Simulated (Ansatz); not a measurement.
**[CH$_{3}$···H···H], doublet along the distance C1-H5**

Starting geometry:

```xyz
6

C    -0.1250    0.0000    0.0000
H    -0.4882    1.0273    0.0000
H    -0.4882   -0.5137    0.8897
H    -0.4882   -0.5137   -0.8897
H     0.9646    0.0000    0.0000
H     1.9890    0.0000    0.0000
```

From there H5 is moved from one fragment to the other while all else, the fragments' distance too, stays fixed; atoms are numbered as listed. Energies are in kcal/mol, counted from the starting geometry at the same level. Kohn–Sham curves are unrestricted where that lies lower.

Basis cc-pVTZ; Ansatz 0.2.0. Correlated methods freeze the noble-gas cores. R marks a restricted (for open shells ROHF) determinant, U an unrestricted one.

Full CI isn't at hand for all of this; UCCSDT(Q) serves as the reference, and is uncertain by about the last step of the cluster series.

| distance C1-H5 (Å) | UCCSDT(Q) | PBE | revPBE | r2SCAN | PBE0 | B3LYP | r2SCAN0 | wB97M-V | B2PLYP | RPA-PBE |
| --- | --- | --- | --- | --- | --- | --- | --- | --- | --- | --- |
| 1.090 | 0.0 | 0.0 | 0.0 | 0.0 | 0.0 | 0.0 | 0.0 | 0.0 | 0.0 | 0.0 |
| 1.130 | 0.1 | -0.5 | -0.6 | -0.3 | -0.2 | -0.3 | 0.0 | -0.1 | 0.0 | -0.1 |
| 1.209 | 1.8 | 0.4 | 0.1 | 0.9 | 1.2 | 0.8 | 1.5 | 1.3 | 1.5 | 1.3 |
| 1.289 | 4.3 | 2.9 | 2.3 | 3.3 | 3.7 | 3.0 | 4.0 | 3.7 | 4.0 | 3.6 |
| 1.369 | 7.5 | 7.0 | 6.1 | 6.9 | 7.6 | 6.4 | 7.4 | 7.1 | 7.4 | 7.0 |
